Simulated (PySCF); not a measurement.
Species: methylcyclopropane, C4H8.
Bonds: C1–C2, C2–C3, C3–C4, C2–C4. Hydrogens: H5, H6, H7 on C1; H8 on C2; H9, H10 on C3; H11, H12 on C4.

Structure optimised with GFN2-xTB, isolated species.

Q: List the bond lengths, angles and torsions at this level.

A: 
| bond | length (Å) |
| --- | --- |
| C1–C2 | 1.508 |
| C2–C3, C2–C4 | 1.498 |
| C3–C4 | 1.499 |
| C1–H5, C1–H6, C1–H7 | 1.089 |
| C2–H8 | 1.084 |
| C3–H9, C4–H11 | 1.079 |
| C3–H10, C4–H12 | 1.080 |

Bonds in one row agree within 0.01 Å and their mean is given. A selection of angles:
| angle | degrees |
| --- | --- |
| C2–C1–H5 | 110.6 |
| H5–C1–H6 | 108.5 |
| C1–C2–C3 | 119.9 |
| C1–C2–H8 | 113.6 |
| C3–C2–C4 | 60.0 |
| C3–C2–H8 | 116.7 |
| C2–C3–C4 | 60.0 |
| C2–C3–H9 | 118.8 |
| C2–C3–H10 | 118.0 |
| C4–C3–H9 | 118.5 |
| C4–C3–H10 | 117.9 |
| H9–C3–H10 | 113.6 |

Dihedral angles: C1–C2–C3–C4 109° (anticlinal); C1–C2–C4–C3 -109° (anticlinal).

All internal angles of the 3-membered ring C2–C3–C4 are 60.0°.

Point group: Cs (every atom within 0.08 Å of its image). GFN2-xTB frequencies: not computed here.
